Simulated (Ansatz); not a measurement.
Steps of a relaxation of `[F][Mg][Cl]` with RKS PBE0-D4/def2-TZVP.

```sh
$ ansatz run in.yaml --threads 4 --pin off --events-out ev --progress --plain --max-ram 10444MiB
```

```yaml
crystal:
  periodic: [false, false, false]
  atoms:
    - {symbol: F, position_ang: [-1.550177, 0.802335, -0.767706]}
    - {symbol: Mg, position_ang: [-0.120268, 0.042393, -0.061004]}
    - {symbol: Cl, position_ang: [1.659545, -0.909528, 0.815510]}
basis:
  gaussian: {orbitals: def2-TZVP}
hamiltonian: {xc: pbe0, dispersion: d4}
relax: {f_tol: 0.005, max_steps: 150}
```

Positions (Å) and forces (eV/Å) along the path, 4 of 4 steps:

```xyz
3
step=1 energy=-20679.8390 eV
F    -1.550    0.802   -0.768    0.381   -0.201    0.189
Mg   -0.120    0.042   -0.061   -0.057    0.026   -0.030
Cl    1.660   -0.910    0.816   -0.324    0.175   -0.159
3
step=2 energy=-20679.8485 eV
F    -1.539    0.797   -0.762    0.221   -0.117    0.109
Mg   -0.117    0.040   -0.060   -0.125    0.065   -0.062
Cl    1.645   -0.901    0.808   -0.096    0.052   -0.047
3
step=3 energy=-20679.8508 eV
F    -1.529    0.792   -0.757    0.007   -0.004    0.004
Mg   -0.118    0.040   -0.061   -0.018    0.009   -0.009
Cl    1.636   -0.896    0.804    0.011   -0.006    0.005
3
step=4 energy=-20679.8508 eV
F    -1.529    0.792   -0.757    0.000    0.000    0.000
Mg   -0.118    0.040   -0.061    0.000    0.000    0.000
Cl    1.637   -0.897    0.805    0.000    0.000    0.000
```

Run time 2.8 s (4 threads of an Arm Neoverse V1 on a shared host); peak host memory 0.16 GiB.
